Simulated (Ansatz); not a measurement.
```yaml
crystal:
  periodic: [false, false, false]
  atoms:
    - {symbol: C, position_ang: [0.000000, 0.000000, 0.000000]}
    - {symbol: Cl, position_ang: [0.000000, 0.000000, 1.655400]}
basis:
  gaussian: {orbitals: def2-TZVPD}
total_charge: -1
hamiltonian: {xc: pbe0}
relax: {f_tol: 0.004, max_steps: 80}
```

```sh
$ ansatz run in.yaml --threads 1 --pin off --events-out ev --progress --plain --max-ram 2176MiB
```

Steps of the relaxation (energy above the last step; positions in Å, forces in eV/Å):

```
2
step 1, 128.2 meV
C     0.000    0.000    0.000    0.000    0.000   -2.199
Cl    0.000    0.000    1.655    0.000    0.000    2.199
```

```
2
step 2, 71.3 meV
C     0.000    0.000   -0.015    0.000    0.000   -1.541
Cl    0.000    0.000    1.671    0.000    0.000    1.541
```

```
2
step 3, 4.0 meV
C     0.000    0.000   -0.053    0.000    0.000   -0.316
Cl    0.000    0.000    1.709    0.000    0.000    0.316
```

```
2
step 5, 0.0 meV
C     0.000    0.000   -0.066    0.000    0.000   -0.002
Cl    0.000    0.000    1.722    0.000    0.000    0.002
```

Close pairs at the end: C1–Cl2 1.788 Å.

A stationary point of restricted PBE0 after 5 steps (its stability towards spin polarisation wasn't tested). 3.1 s on 1 thread of Intel Xeon 6975P-C, shared host.
